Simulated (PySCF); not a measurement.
CH3S, SMILES [S]C, multiplicity 2.

Geometry optimised at B3LYP-D3(BJ)/def2-TZVP. The isomer is the one that the SMILES or the coordinates give; other isomers of the formula were not compared.

The numbers are results of TDA-ωB97X/def2-TZVPD (PySCF 2.14.0), not measurements.

Vertical excitations. Gas-phase values at a fixed geometry.

| state | energy (eV) | λ (nm) | f | main pairs |
|---|---|---|---|---|
| root 1 | 0.10 | 12201 | 0.000 | β HOMO→LUMO 98 % |
| root 2 | 3.87 | 321 | 0.003 | β HOMO−1→LUMO 98 % |
| root 3 | 5.66 | 219 | 0.000 | α HOMO→LUMO 20 %, α HOMO→LUMO+6 10 %, β HOMO→LUMO+1 36 %, β HOMO→LUMO+8 20 % |
| root 4 | 6.24 | 199 | 0.004 | α HOMO→LUMO 37 %, α HOMO→LUMO+6 10 %, β HOMO→LUMO+1 31 %, β HOMO→LUMO+8 6 %, β HOMO→LUMO+2 5 % |
| root 5 | 6.54 | 190 | 0.031 | β HOMO→LUMO+2 74 %, β HOMO→LUMO+5 17 % |
| root 6 | 6.91 | 179 | 0.042 | α HOMO→LUMO+1 80 %, α HOMO→LUMO+4 17 % |
| root 7 | 7.08 | 175 | 0.001 | α HOMO−1→LUMO 59 %, α HOMO−1→LUMO+6 20 % |
| root 8 | 7.21 | 172 | 0.046 | β HOMO−2→LUMO 91 % |
| root 9 | 7.28 | 170 | 0.001 | β HOMO−3→LUMO 95 % |
| root 10 | 7.32 | 169 | 0.003 | α HOMO→LUMO+3 10 %, β HOMO→LUMO+3 83 % |
Unrestricted roots are not spin-pure.
